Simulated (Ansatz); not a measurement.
System: CaB6-type CaB6. Method: rVV10 (Ansatz, a first-principles code, plane waves, PAW).

Run with plane-wave cutoff 520 eV, 8×8×8 k mesh, Fermi–Dirac smearing 0.01 eV, scalar-relativistic PAW data made under PBE.

Equation-of-state points:

```tsv
V (Å³/atom)	E − E_lowest (meV/atom)	P (GPa)
9.746	8.17	6.66
9.949	1.98	3.17
10.152	0.00	0.00
10.355	1.86	-2.90
10.558	7.23	-5.53
```

### Question
Estimate the bulk modulus from the pressures at 9.949 and 10.355 Å³/atom, and compare it with a fit to all energies.

### Answer
B = −V dP/dV. Between V = 9.949 and 10.355 Å³/atom, dP/dV = (-2.90 − (3.17))/(10.355 − 9.949) = -15.0 GPa per Å³/atom; at the midpoint 10.152 Å³/atom this gives B ≈ 152 GPa. The third-order Birch–Murnaghan fit gives V0 = 10.151 Å³/atom, B0 = 151 GPa, B′ = 3.6, which lies within 1 % of that estimate.

Shape and atoms are relaxed at each volume.

Measured, for comparison: bulk modulus 170 ± 5 GPa (room temperature, not corrected to a static lattice; as tabulated in Structural stability and vibrational characteristics of CaB6 under high …); equilibrium volume per atom 10.22 Å³/atom (temperature not stated, not corrected to a static lattice; as tabulated in Singh (2010), arXiv:1009.1807). Computed (rounded) less measured: bulk modulus -11 %, equilibrium volume per atom -0.7 %. A static lattice is as a rule a little smaller and stiffer than an uncorrected measurement, which narrows the difference in the equilibrium volume per atom and would widen misses of the other sign.

Note: the bulk modulus comes from volumes at which shape and atoms were relaxed.

Computed values are for the static lattice.
